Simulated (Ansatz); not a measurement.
**CH₂Mg (triplet): wave-function methods side by side at distance C1–Mg2 = 6.907 Å, 6-31G**

Aim: climb from Hartree-Fock through coupled cluster and multireference methods for CH₂Mg (triplet) at one geometry and basis, and see what each rung misses.

Method: 6-31G, core rule «outside noble gas», up to 6 orbitals frozen; program: Ansatz 0.2.0, Gaussian basis.

The runs, in order: UHF; CCSD(T) on ROHF; CCSD(T) on UHF; BCCD(T) on ROHF; CISD as a restricted active space (open shells left free, so some higher excitations enter); CCSDT(Q) on ROHF; CCSDT(Q) on UHF; CISDTQ; CASSCF and MRCISD+Q, 4 electrons in 4 orbitals; CASSCF and NEVPT2, 4 electrons in 4 orbitals; CASSCF and MRCISD+Q, 8 electrons in 10 orbitals; CASSCF and NEVPT2, 8 electrons in 10 orbitals; Full CI.

32 further runs of the same task are left out: 16 for a known fault of the program, 13 that didn't finish, 3 set aside as unsound or not needed. Runs told in other sessions of the task aren't counted.

## 1. The geometry

The geometry derives from a PBE0/def2-TZVP stationary point (not a proven minimum). One bond is set to the value named and the two fragments are kept rigid.

4 atoms, charge 0, spin multiplicity 3.

Atoms are counted from 1 here; the program's logs count them from 0.

Bond lengths: C1–H3 1.089 Å, Mg2–H4 1.696 Å.

## 2. UHF

The input, in.yaml:

```yaml
crystal:
  periodic: [false, false, false]
  atoms:
    - {symbol: C, position_ang: [0.000000, 0.000000, 3.605415]}
    - {symbol: Mg, position_ang: [0.000000, 0.000000, -3.301586]}
    - {symbol: H, position_ang: [0.000000, 0.000000, 4.694199]}
    - {symbol: H, position_ang: [0.000000, 0.000000, -4.998028]}
basis:
  gaussian: {orbitals: 6-31G}
magnetization: {spin_polarized: true, initial_magnetization: 2}
hamiltonian: {xc: hf}
output: {orbitals: {seedname: orbitals}}
```

Command:

```sh
$ ansatz run in.yaml --threads 1 --pin off --events-out ev --progress --plain --max-ram 2393MiB
```

After this run come: CCSD(T) on ROHF; CCSD(T) on UHF; BCCD(T) on ROHF; CISD as a restricted active space (open shells left free, so some higher excitations enter); CCSDT(Q) on ROHF; CCSDT(Q) on UHF; CISDTQ; CASSCF and MRCISD+Q, 4 electrons in 4 orbitals; CASSCF and NEVPT2, 4 electrons in 4 orbitals; CASSCF and MRCISD+Q, 8 electrons in 10 orbitals; CASSCF and NEVPT2, 8 electrons in 10 orbitals; Full CI.

Q: Predict the results of all the runs planned. Wanted: FCI from the RHF energy; RMP2 from FCI; UMP2 from FCI; RCCSD from FCI; RCCSD(T) from FCI; UCCSD(T) from FCI; RCCSDT(Q) from FCI; UCCSDT(Q) from FCI; T1 diagnostic.

The runs gave:

| quantity | value |
| --- | --- |
| FCI from the ROHF energy | -2.4508 eV |
| RMP2 from FCI | +19.01 kcal/mol |
| UMP2 from FCI | +18.46 kcal/mol |
| RCCSD from FCI | +1.05 kcal/mol |
| RCCSD(T) from FCI | +0.34 kcal/mol |
| UCCSD(T) from FCI | +0.31 kcal/mol |
| RCCSDT(Q) from FCI | +0.01 kcal/mol |
| UCCSDT(Q) from FCI | 0.00 kcal/mol |
| levels within 1 kcal/mol (43 meV) | UCCSD, RCCSD(T), UCCSD(T), BCCD(T), RCCSDT, UCCSDT, CISDTQ, RCCSDT(Q), UCCSDT(Q) |
| T1 diagnostic | 0.027 |
| effectively unpaired electrons | 2.05 |

RCCSD(T) misses by +0.34 kcal/mol, 0.6 % of the correlation energy. One determinant dominates. Coupled cluster took another determinant than the lowest Hartree-Fock one. These misses are within one basis, not against nature; the frozen cores of restricted and unrestricted runs differ, which can shift their rows.

Levels on UHF freeze UHF's core orbitals, full CI those of ROHF, so the U rows can settle a little off it for that reason alone.

With open shells the CI space here admits some higher excitations, so it is larger than plain CISD.
